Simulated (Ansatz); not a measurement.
# H8Si3: the cost of one run

Method: RKS PBE/6-31G*, in Ansatz 0.2.0.

## (1) The starting structure

Bond lengths: Si1–H2 1.460 Å, Si1–Si3 2.220 Å, Si3–H4 1.460 Å, Si3–H5 1.460 Å, Si3–H6 1.460 Å, Si1–Si7 2.218 Å, Si7–H8 1.460 Å, Si7–H9 1.460 Å, Si7–H10 1.460 Å, Si1–H11 1.459 Å. Angles (14 of 18 angles, heavy atoms first): Si3–Si1–Si7 109.5°, H2–Si1–Si3 109.5°, H2–Si1–Si7 109.5°, Si3–Si1–H11 109.5°, Si7–Si1–H11 109.5°, Si1–Si3–H4 109.5°, Si1–Si3–H5 109.5°, Si1–Si3–H6 109.5°, Si1–Si7–H8 109.5°, Si1–Si7–H9 109.5°, Si1–Si7–H10 109.5°, H2–Si1–H11 109.5°, H4–Si3–H5 109.4°, H4–Si3–H6 109.4°.

As a file:

```xyz
11

Si    0.0000    0.0000    0.0000
H     0.0000    0.0000    1.4600
Si    2.0935    0.0000   -0.7393
H     2.5508   -1.3762   -0.9079
H     2.1573    0.6939   -2.0222
H     2.9510    0.6823    0.2255
Si   -1.0456    1.8115   -0.7393
H    -2.4302    1.4780   -1.0607
H    -1.0215    2.8436    0.2931
H    -0.3743    2.3069   -1.9374
H    -0.6877   -1.1914   -0.4862
```

## (2) Preparing the start

File input.yaml:

```yaml
crystal:
  periodic: [false, false, false]
  atoms:
    - { symbol: Si, position_ang: [0.0, 0.0, 0.0] }
    - { symbol: H, position_ang: [0.0, 0.0, 1.46] }
    - { symbol: Si, position_ang: [2.0935, 0.0, -0.7393] }
    - { symbol: H, position_ang: [2.5508, -1.3762, -0.9079] }
    - { symbol: H, position_ang: [2.1573, 0.6939, -2.0222] }
    - { symbol: H, position_ang: [2.951, 0.6823, 0.2255] }
    - { symbol: Si, position_ang: [-1.0456, 1.8115, -0.7393] }
    - { symbol: H, position_ang: [-2.4302, 1.478, -1.0607] }
    - { symbol: H, position_ang: [-1.0215, 2.8436, 0.2931] }
    - { symbol: H, position_ang: [-0.3743, 2.3069, -1.9374] }
    - { symbol: H, position_ang: [-0.6877, -1.1914, -0.4862] }
basis:
  gaussian: { orbitals: "6-31G*" }
hamiltonian:
  xc: pbe
relax:
  f_tol: 0.02
  max_steps: 40
output:
  orbitals: {}
```

Launch:

```bash
$ ansatz run input.yaml --threads 1 --pin off --max-ram 2048MiB --backend cpu --events-out ev --progress --plain --runs-dir out
```

**Question.** How long does this run take on 1 thread of Arm Neoverse V1, shared host, and how much memory does it need?

About 27 s, with a peak of 0.11 GiB.
